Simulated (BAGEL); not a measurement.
**FCI/STO-3G (density fitting with cc-pvqz-jkfit) run of H3NO (hydroxylamine)**

What is the vertical singlet–triplet gap of H3NO (hydroxylamine) at FCI/STO-3G (density fitting with cc-pvqz-jkfit)? 

The results are computed with BAGEL 1.2.2.

2 further runs of the same task are left out: 2 set aside as unsound or not needed.

### Step 1. The system as given

H3NO: 5 atoms, total charge 0, spin state singlet. SMILES: `NO`. The shape is that of a PBE0-D4/def2-TZVP optimisation. This is one conformer, not always the lowest.

Bond lengths: N1–O2 1.422 Å, N1–H3 1.016 Å, N1–H4 1.016 Å, O2–H5 0.960 Å. Angles: N1–O2–H5 102.8°, O2–N1–H3 104.5°, O2–N1–H4 104.5°, H3–N1–H4 106.0°.

### Step 2. A single-point energy at FCI/STO-3G (density fitting with cc-pvqz-jkfit)

File input.json:

```json
{ "bagel": [

{
  "title": "molecule",
  "basis": "sto-3g",
  "df_basis": "cc-pvqz-jkfit",
  "angstrom": true,
  "geometry": [
    { "atom": "N", "xyz": [   -0.165120,   -0.361290,   -0.321170 ] },
    { "atom": "O", "xyz": [    0.364460,    0.666040,    0.508060 ] },
    { "atom": "H", "xyz": [   -0.162690,   -1.190020,    0.266770 ] },
    { "atom": "H", "xyz": [   -1.141650,   -0.109840,   -0.446210 ] },
    { "atom": "H", "xyz": [    1.105010,    0.995100,   -0.007440 ] }
  ]
},
{ "title": "hf" },
{ "title": "fci", "nstate": 1, "ncore": 2 }

]}
```

Started as:

```console
$ BAGEL_NUM_THREADS=1 BAGEL input.json > input.out
```

The program printed:

```text
* using 1 threads per process

  ===============================================================
  ===============================================================

  *** Geometry ***

  { "atom" : "N", "xyz" : [     -0.312032,     -0.682739,     -0.606923 ] },
  { "atom" : "O", "xyz" : [      0.688730,      1.258633,      0.960094 ] },
  { "atom" : "H", "xyz" : [     -0.307440,     -2.248812,      0.504122 ] },
  { "atom" : "H", "xyz" : [     -2.157406,     -0.207568,     -0.843215 ] },
  { "atom" : "H", "xyz" : [      2.088166,      1.880466,     -0.014060 ] },

  Number of auxiliary basis functions:      365

  Since a DF basis is specified, we compute 2- and 3-index integrals:
    o Being stored without compression. Storage requirement is 0.000 GB

  Number of basis functions:       13
  Number of electrons      :       18

    * METHOD: MOLECULE                             0.06

  *** RHF ***

  === Nuclear Repulsion ===
    39.5936663937

      * DIIS with orbital gradients will be used.

  === RHF iteration (sto-3g) ===
      0       -129.23573124          0.02055577           0.00
      1       -129.25869325          0.00454307           0.00
      2       -129.25980671          0.00120153           0.00
      3       -129.25997025          0.00031674           0.00
      4       -129.25998375          0.00006679           0.00
      5       -129.25998445          0.00000774           0.00
      6       -129.25998446          0.00000127           0.00
      7       -129.25998446          0.00000024           0.00
      8       -129.25998446          0.00000004           0.00
      9       -129.25998446          0.00000001           0.00
    * SCF iteration converged.

    * Permanent dipole moment:
           (    0.114653,     0.098662,    -0.009504) a.u.

    * METHOD: HF                                   0.04

  ---------------------------
        FCI calculation
  ---------------------------

  Performs exactly the same way as Knowles & Handy 1984 CPL

  o alpha-beta strings
      length:           660
  o size of the space
      determinant space:  108900
      spin-adapted space: 32670

  o single displacement lists (alpha)
      length:         11550
  o single displacement lists (beta)
      length:         11550

     guess   0:   closed 1111111....          open ...........

  === FCI iteration ===

      0  0      -129.25998446     1.40e-03      0.11
      1  0      -129.36129283     4.76e-04      0.11
      2  0      -129.37006438     1.62e-04      0.11
      3  0      -129.37091092     5.92e-05      0.11
      4  0      -129.37101793     2.11e-05      0.11
      5  0      -129.37103146     7.96e-06      0.11
      6  0      -129.37103324     3.03e-06      0.11
      7  0      -129.37103349     1.08e-06      0.11
      8  0      -129.37103352     3.55e-07      0.11
      9  0      -129.37103352     1.40e-07      0.11
     10  0      -129.37103353     4.81e-08      0.11
     11  0      -129.37103353     1.69e-08      0.11
     12  0      -129.37103353     6.16e-09      0.11
     13  0      -129.37103353     2.34e-09      0.11
     14  0      -129.37103353     8.09e-10      0.11
     15  0      -129.37103353     2.87e-10      0.11
     16  0      -129.37103353     1.03e-10      0.11
     17  0 *    -129.37103353     3.46e-11      0.11

     * ci vector, state   0, <S^2> = -0.0000
       2222222....     0.9689030349
       222.222..2.    -0.0736120286
       22.2222...2    -0.0585505280
       2222.222...    -0.0584199037

    * METHOD: FCI                                  1.99

  ===============================================================
```

Run time: 2.2 s. Hardware: 1 thread of Arm Neoverse V2, shared host; peak memory 0.18 GiB.

### Step 3. The triplet

File fci.json:

```json
{ "bagel" : [

{
  "title" : "molecule",
  "basis" : "sto-3g",
  "df_basis" : "cc-pvqz-jkfit",
  "angstrom" : true,
  "geometry" : [
    { "atom" : "N", "xyz" : [      -0.165120,      -0.361290,      -0.321170 ] },
    { "atom" : "O", "xyz" : [       0.364460,       0.666040,       0.508060 ] },
    { "atom" : "H", "xyz" : [      -0.162690,      -1.190020,       0.266770 ] },
    { "atom" : "H", "xyz" : [      -1.141650,      -0.109840,      -0.446210 ] },
    { "atom" : "H", "xyz" : [       1.105010,       0.995100,      -0.007440 ] }
  ]
},

{ "title" : "hf" },

{ "title" : "fci", "nstate" : 1, "ncore" : 2, "nspin" : 2 }

]}
```

Started as:

```console
$ BAGEL_NUM_THREADS=1 BAGEL fci.json > fci.out
```

The program printed:

```text
* using 1 threads per process

  ===============================================================
  ===============================================================

  *** Geometry ***

  { "atom" : "N", "xyz" : [     -0.312032,     -0.682739,     -0.606923 ] },
  { "atom" : "O", "xyz" : [      0.688730,      1.258633,      0.960094 ] },
  { "atom" : "H", "xyz" : [     -0.307440,     -2.248812,      0.504122 ] },
  { "atom" : "H", "xyz" : [     -2.157406,     -0.207568,     -0.843215 ] },
  { "atom" : "H", "xyz" : [      2.088166,      1.880466,     -0.014060 ] },

  Number of auxiliary basis functions:      365

  Since a DF basis is specified, we compute 2- and 3-index integrals:
    o Being stored without compression. Storage requirement is 0.000 GB

  Number of basis functions:       13
  Number of electrons      :       18

    * METHOD: MOLECULE                             0.06

  *** RHF ***

  === Nuclear Repulsion ===
    39.5936663937

      * DIIS with orbital gradients will be used.

  === RHF iteration (sto-3g) ===
      0       -129.23573124          0.02055577           0.00
      1       -129.25869325          0.00454307           0.00
      2       -129.25980671          0.00120153           0.00
      3       -129.25997025          0.00031674           0.00
      4       -129.25998375          0.00006679           0.00
      5       -129.25998445          0.00000774           0.00
      6       -129.25998446          0.00000127           0.00
      7       -129.25998446          0.00000024           0.00
      8       -129.25998446          0.00000004           0.00
      9       -129.25998446          0.00000001           0.00
    * SCF iteration converged.

    * Permanent dipole moment:
           (    0.114653,     0.098662,    -0.009504) a.u.

    * METHOD: HF                                   0.04

  ---------------------------
        FCI calculation
  ---------------------------

  Performs exactly the same way as Knowles & Handy 1984 CPL

  o alpha-beta strings
      length:           627
  o size of the space
      determinant space:  76230
      spin-adapted space: 50820

  o single displacement lists (alpha)
      length:          5280
  o single displacement lists (beta)
      length:         16632

     guess   0:   closed 11111.1....          open .....1.1...

  === FCI iteration ===

      0  0      -128.89894223     1.63e-03      0.07
      1  0      -129.01361972     7.12e-04      0.07
      2  0      -129.03024903     2.92e-04      0.07
      3  0      -129.03287570     1.19e-04      0.07
      4  0      -129.03327344     5.45e-05      0.07
      5  0      -129.03336585     2.73e-05      0.08
      6  0      -129.03339397     1.52e-05      0.07
      7  0      -129.03340377     9.00e-06      0.07
      8  0      -129.03340683     5.05e-06      0.08
      9  0      -129.03340757     2.64e-06      0.08
     10  0      -129.03340777     1.32e-06      0.08
     11  0      -129.03340785     1.18e-06      0.07
     12  0      -129.03340797     1.78e-06      0.08
     13  0      -129.03340826     2.62e-06      0.08
     14  0      -129.03340866     2.68e-06      0.08
     15  0      -129.03340899     2.02e-06      0.08
     16  0      -129.03340914     1.19e-06      0.08
     17  0      -129.03340919     6.84e-07      0.08
     18  0      -129.03340920     3.26e-07      0.08
     19  0      -129.03340920     1.45e-07      0.08
    ** throwing out 1 trial vectors **
     20  0      -129.03340920     6.63e-08      0.08
    ** throwing out 1 trial vectors **
     21  0      -129.03340920     3.00e-08      0.08
    ** throwing out 1 trial vectors **
     22  0      -129.03340920     1.42e-08      0.08
    ** throwing out 1 trial vectors **
     23  0      -129.03340920     7.46e-09      0.08
    ** throwing out 1 trial vectors **
     24  0      -129.03340920     3.95e-09      0.08
    ** throwing out 1 trial vectors **
     25  0      -129.03340920     1.77e-09      0.08
    ** throwing out 1 trial vectors **
     26  0      -129.03340920     7.27e-10      0.08
    ** throwing out 1 trial vectors **
     27  0      -129.03340920     2.74e-10      0.08
    ** throwing out 1 trial vectors **
     28  0      -129.03340920     1.01e-10      0.08
    ** throwing out 1 trial vectors **
     29  0 *    -129.03340920     4.18e-11      0.07

     * ci vector, state   0, <S^2> = 2.0000
       22222a2a...     0.9335487415
       22a2222a...    -0.1663225273
       22222a2..a.     0.1132693092
       2222aa22...     0.0859341153
       222.2a2a.2.    -0.0690921032
       22222aa2...    -0.0688896484
       22.22a2a..2    -0.0592479611
       222a2a22...     0.0565730500

    * METHOD: FCI                                  2.29

  ===============================================================
```

Wall time 2.5 s (1 thread of Arm Neoverse V2, shared host).

### Step 4. Summary of results

At FCI/STO-3G (density fitting with cc-pvqz-jkfit), 2 core orbitals frozen:

| quantity | value |
| --- | --- |
| singlet: total energy | -129.37103 Eh |
| triplet: total energy | -129.03341 Eh |
| vertical energy of the triplet above the singlet | 9.187 eV |

At this shape the triplet lies 9.19 eV (886 kJ/mol) above the singlet. In a minimal basis such a difference can be off by several eV, whatever the method.
